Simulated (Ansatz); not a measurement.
Results of Hartree–Fock (Ansatz, a program for electronic structure, PAW) for fluorite CdF₂.

Input:

Ansatz 0.2 input:
```yaml
crystal:
  lattice:
    - [-2.694, -2.694, 0.0]
    - [-2.694, 0.0, -2.694]
    - [0.0, -2.694, -2.694]
  atoms:
    - { symbol: Cd, position: [0.0, 0.0, 0.0] }
    - { symbol: F, position: [0.25, 0.25, 0.25] }
    - { symbol: F, position: [0.75, 0.75, 0.75] }
basis:
  ecutwfc: 460
  ecutrho_ratio: 4
  xc_grid: 2
kpoints:
  mp_grid: { grid: [8, 8, 8] }
hamiltonian:
  xc: hf
  dispersion: none
  pseudopotentials: { kind: paw }
scf:
  occupations: { method: fermi_dirac, width: 0.01 }
  convergence: { dr2_threshold: 0.0000000003 }
output:
  forces: true
  stress: true
  eigenvalues: true
```

Problem. How many irreducible k-points, plane waves at Γ does the program set up, and what pressure does the run end with?

Solution. 29 irreducible k-points, 893 plane waves at Γ; P = 3.91 GPa, so the cell is compressed on average and its volume would grow at this level.

The run printed, among other lines:

```
WARN output.stress: scf.exx.energy_threshold = 1e-6 eV is looser than the 3e-8 eV advised for a stress under a hybrid functional (1e-8 eV for each atom of the …
Crystal: 3 atoms, lattice volume = 39.104 Å³
Basis set: ecut = 460 eV, 893 PW (Γ), exchange–correlation on 54×54×54 points (8 copies of the dense FFT grid, shifted against one another)
Bands: 21, of which v1, the nominal top of the filled ones, is band 17 counted from 1 (16 counted from 0)
Symmetry: 48 space group operations
Space group: Fm-3m (ITA 225), of the structure as read, at distance tolerance 3.4e-5 Å
k-points: 29 of 512
Functional: x = pbe(κ = 0.804, μ = 0.2195149727645171), c = none, warm-up for x = 0 pbe(κ = 0.804, μ = 0.2195149727645171) + 1 exact, c = none
SCF iter   1: F=—  HF=-9785.130594 eV  |F-HF|=—  |Δ(HF+E_count)|=         —  Δρ=1.28e-2  dr2=3.99e-2
SCF iter   2: F=—  HF=-9785.116400 eV  |F-HF|=—  |Δ(HF+E_count)|=   1.42e-2  Δρ=4.19e-3  dr2=5.31e-3
  ...
Crystal: 3 atoms, lattice volume = 39.104 Å³
Initial density: handed on by an earlier stage of this run
Functional: x = 0 pbe(κ = 0.804, μ = 0.2195149727645171) + 1 exact, c = none
Crystal: 3 atoms, lattice volume = 39.104 Å³
Crystal: 3 atoms, lattice volume = 39.104 Å³
Crystal: 3 atoms, lattice volume = 39.104 Å³
SCF iter   3: F=—  HF=-9798.515216 eV  |F-HF|=—  |Δ(HF+E_count)|=   2.52e-9  Δρ=2.09e-6  dr2=1.31e-9
SCF iter   4: F=-9798.515216 eV  HF=-9798.515216 eV  |F-HF|=1.22e-10  |Δ(HF+E_count)|=  6.46e-10  Δρ=6.62e-7  dr2=1.25e-10
SCF 5 converged in 4 iterations: F = -9798.515216 eV  dr2 = 1.25e-10
Free energy (F): -9798.515216 eV
Internal energy: -9798.515216 eV  (E = F + TS)
E sigma→0 (E₀):  -9798.515216 eV
Fermi energy:    7.171215 eV
--- Forces (eV/Å), atoms counted from 1 ---
  atom   1  Cd    -0.00000000    -0.00000000    -0.00000000
  atom   2  F      0.00000000    -0.00000000    -0.00000000
  atom   3  F     -0.00000000     0.00000000     0.00000000
--- Stress (GPa, compression-positive) ---
        3.912066      -0.000000      -0.000000
        0.000000       3.912066       0.000000
       -0.000000      -0.000000       3.912066
  P = ⅓ Tr σ = 3.9121 GPa (39.121 kbar)
```

The PAW data were made under PBE.

Note: cell and atoms aren't relaxed at this level (pressure 3.9 GPa).
